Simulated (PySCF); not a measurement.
# Bond curve of HF

Set-up: H def2-SVPD, F def2-SVPD; no relativity (PySCF 2.14). Energies in eV from H + F in their ground configurations at the same level. State: ¹Σ⁺ (singlet), closed shell.

All columns are r²SCAN. A positive dipole means H(−)F(+).

| R (Å) | E (eV) | μ (D) | Mulliken charge on H (basis-dependent) | HOMO (eV) | LUMO (eV) | Mayer bond order | ⟨S²⟩ |
| --- | --- | --- | --- | --- | --- | --- | --- |
| 0.792 | -5.294 | -1.62 | 0.12 | -10.54 | 1.25 | 1.09 | 0.00 |
| 0.829 | -5.676 | -1.68 | 0.16 | -10.44 | 1.11 | 1.05 | 0.00 |
| 0.866 | -5.899 | -1.73 | 0.21 | -10.35 | 0.93 | 1.01 | 0.00 |
| 0.893 | -5.984 | -1.78 | 0.24 | -10.28 | 0.77 | 0.99 | 0.00 |
| 0.921 | -6.013 | -1.82 | 0.26 | -10.21 | 0.59 | 0.97 | 0.00 |
| 0.949 | -5.996 | -1.86 | 0.29 | -10.14 | 0.38 | 0.94 | 0.00 |
| 0.986 | -5.916 | -1.92 | 0.32 | -10.05 | 0.07 | 0.92 | 0.00 |
| 1.032 | -5.747 | -2.00 | 0.36 | -9.95 | -0.36 | 0.89 | 0.00 |
| 1.087 | -5.474 | -2.08 | 0.39 | -9.83 | -0.94 | 0.86 | 0.00 |
| 1.161 | -5.037 | -2.20 | 0.42 | -9.68 | -1.74 | 0.83 | 0.00 |

A fit through these points gives, at Re = 0.924 Å, μ = -1.82 D and dμ/dR = -1.58 D/Å; the reduced mass is 0.9571 u.

Q: How strong is the fundamental in the double-harmonic approximation, I = 42.26·(dμ/dR)²/μred km/mol?

A: I = 42.26·(-1.58)²/0.9571 = 110 km/mol at r²SCAN.
